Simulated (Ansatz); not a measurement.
in.yaml

```yaml
crystal:
  periodic: [false, false, false]
  atoms:
    - {symbol: As, position_ang: [0.000180, 0.000018, -0.032875]}
    - {symbol: H, position_ang: [1.259297, 0.013995, 0.821503]}
    - {symbol: H, position_ang: [-0.648855, 1.086822, 0.811601]}
    - {symbol: H, position_ang: [-0.623856, -1.102121, 0.810570]}
basis:
  gaussian: {orbitals: cc-pVDZ}
magnetization: {spin_polarized: true, initial_magnetization: 2}
correlation: {method: ccsdt_q, electrons: outside_noble_gas}
```

```sh
$ ansatz run in.yaml --threads 1 --pin off --events-out ev --progress --plain --max-ram 2393MiB
```

The program prints:

```
827 factors; integrals over basis functions are off by at most 2.1e-7 eV
mean field evaluation 1: about -60835.4484 eV, gradient 8.0e0 eV
mean field evaluation 2: about -60835.4878 eV, gradient 8.0e0 eV
mean field evaluation 4: about -60836.2241 eV, gradient 1.0e0 eV
mean field evaluation 8: about -60836.2464 eV, gradient 3.1e-3 eV
mean field evaluation 16: about -60836.2658 eV, gradient 2.0e-1 eV
mean field evaluation 32: about -60836.2623 eV, gradient 2.1e-1 eV
mean field evaluation 64: about -60836.2612 eV, gradient 2.1e-1 eV
mean field evaluation 96: about -60831.4806 eV, gradient 1.0e1 eV
mean field evaluation 128: about -60833.3625 eV, gradient 4.5e0 eV
mean field evaluation 160: about -60833.6037 eV, gradient 3.6e-4 eV
...
cycle   9  -3.81198161 eV  change    1.6e-4 eV  update   2.8e-4
cycle  10  -3.81219953 eV  change   -2.2e-4 eV  update   1.5e-4
cycle  11  -3.81218616 eV  change    1.3e-5 eV  update   7.0e-5
cycle  12  -3.81215078 eV  change    3.5e-5 eV  update   3.0e-5
cycle  13  -3.81212382 eV  change    2.7e-5 eV  update   1.3e-5
cycle  14  -3.81213326 eV  change   -9.4e-6 eV  update   7.0e-6
cycle  15  -3.81213909 eV  change   -5.8e-6 eV  update   3.7e-6
cycle  16  -3.81214089 eV  change   -1.8e-6 eV  update   2.0e-6
cycle  17  -3.81213876 eV  change    2.1e-6 eV  update   1.0e-6
cycle  18  -3.81213794 eV  change    8.3e-7 eV  update   5.4e-7
perturbative correction -0.00356617 eV, -0.0001310545 hartree
Total energy: -60840.06210292 eV, -2235.8310434071 hartree
```

Ran on 1 thread of Intel Xeon 6975P-C, shared host: 6.5 s wall, 0.16 GiB peak host memory.
